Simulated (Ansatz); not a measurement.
Results of PBEsol in Ansatz (PAW) for Sb2O3 (Pccn, No. 56).

Settings: plane-wave cutoff 520 eV, 8×6×4 k mesh (along the axes of the cell as run), Fermi–Dirac smearing 0.01 eV, scalar-relativistic PAW data made under PBE.

Properties against volume:

Shape and atoms are relaxed at each volume.

```json
[
 {"V (Å³/atom)": "15.768", "P (GPa)": "1.26", "direct gap at Γ (eV)": "1.705"},
 {"V (Å³/atom)": "16.097", "P (GPa)": "0.57", "direct gap at Γ (eV)": "1.845"},
 {"V (Å³/atom)": "16.425", "P (GPa)": "0.00", "direct gap at Γ (eV)": "1.978"},
 {"V (Å³/atom)": "16.754", "P (GPa)": "-0.46", "direct gap at Γ (eV)": "2.102"},
 {"V (Å³/atom)": "17.082", "P (GPa)": "-0.83", "direct gap at Γ (eV)": "2.174"}
]
```

A straight line through the gaps at Γ against ln V gives a volume deformation potential dE_g(Γ)/d ln V of 6.0 eV: the gap at Γ narrows under compression.

Note: the relaxation could not lower the start's symmetry, so the cell can be a saddle point above a distorted one; the bulk modulus comes from volumes at which shape and atoms were relaxed.

Spin–orbit coupling is not included.

Ansatz is a first-principles code.
